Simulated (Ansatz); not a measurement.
Geometry optimisation, Ansatz, RKS PBE0/def2-SVP.

The input (input.yaml):

```yaml
crystal:
  periodic: [false, false, false]
  atoms:
    - { symbol: Al, position_ang: [0.20198, 0.097205, -0.004611] }
    - { symbol: C, position_ang: [0.976341, -0.108937, 1.764991] }
    - { symbol: H, position_ang: [0.47076, -0.400919, 2.699536] }
    - { symbol: H, position_ang: [1.814837, -0.804397, 1.584872] }
    - { symbol: H, position_ang: [1.446089, 0.880277, 1.915324] }
    - { symbol: H, position_ang: [1.648602, 0.469596, -0.431408] }
    - { symbol: "N", position_ang: [-1.352686, -0.02108, -0.834602] }
    - { symbol: H, position_ang: [-2.2266, -0.284986, -0.391237] }
    - { symbol: H, position_ang: [-1.514623, 0.173241, -1.816865] }
basis:
  gaussian: { orbitals: def2-SVP }
hamiltonian:
  xc: pbe0
relax:
  f_tol: 0.03
  max_steps: 50
```

Command:

```bash
$ ansatz run input.yaml --threads 1 --pin off --max-ram 2048MiB --backend cpu --events-out ev --progress --plain --runs-dir out
```

Where does it end, and by what steps?

The run converged. After 7 steps the energy has fallen by 0.706 eV; H6 moved furthest, 0.81 Å.

| step | energy less start (eV) | largest force component (eV/Å) | accepted |
| --- | --- | --- | --- |
| 0 | 0.0000 | 1.658 | yes |
| 1 | -0.3277 | 0.835 | yes |
| 2 | -0.5053 | 0.407 | yes |
| 3 | -0.6396 | 0.219 | yes |
| 4 | -0.6922 | 0.307 | yes |
| 5 | -0.7033 | 0.125 | yes |
| 6 | -0.7053 | 0.153 | yes |
| 7 | -0.7060 | 0.010 | yes |

```xyz
9
Properties=species:S:1:pos:R:3
Al 0.481 0.185 -0.113
C 0.945 -0.108 1.764
H 0.083 -0.410 2.381
H 1.717 -0.890 1.866
H 1.369 0.806 2.213
H 1.542 0.615 -1.219
N -1.191 -0.021 -0.675
H -1.982 -0.288 -0.099
H -1.499 0.111 -1.632
```

Whether the end is a true minimum wasn't checked by a vibrational analysis.

Time of the run: 21 s on 1 thread of Arm Neoverse V1 (shared host), peak memory 0.14 GiB.
